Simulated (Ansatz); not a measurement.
This Ansatz (a quantum-chemistry and plane-wave program) input (PBE/aug-pcseg-3) gives -341.99537 Eh with 187 basis functions. A basis named .json is the Basis Set Exchange file of that set (core-valence sets with the plain set on hydrogen).

Ansatz 0.2 input:
```yaml
crystal:
  periodic: [false, false, false]
  atoms:
    - {symbol: P, position_ang: [-0.00494663, -0.00315703, 0.11662516]}
    - {symbol: H, position_ang: [0.03811855, 1.04938416, -0.84687971]}
    - {symbol: H, position_ang: [0.03608089, -1.00202865, -0.90249773]}
basis:
  gaussian:
    orbitals: aug-pcseg-3
hamiltonian:
  xc: {name: PBE}
total_charge: 1
magnetization: {spin_polarized: false}
```

Change:
```diff
- orbitals: aug-pcseg-3
+ orbitals: pcseg-3.json
```

### Question
What does the run give now?

### Answer
-341.99533 Eh (PBE/pcseg-3, 130 functions), a change of +0.04 mEh.
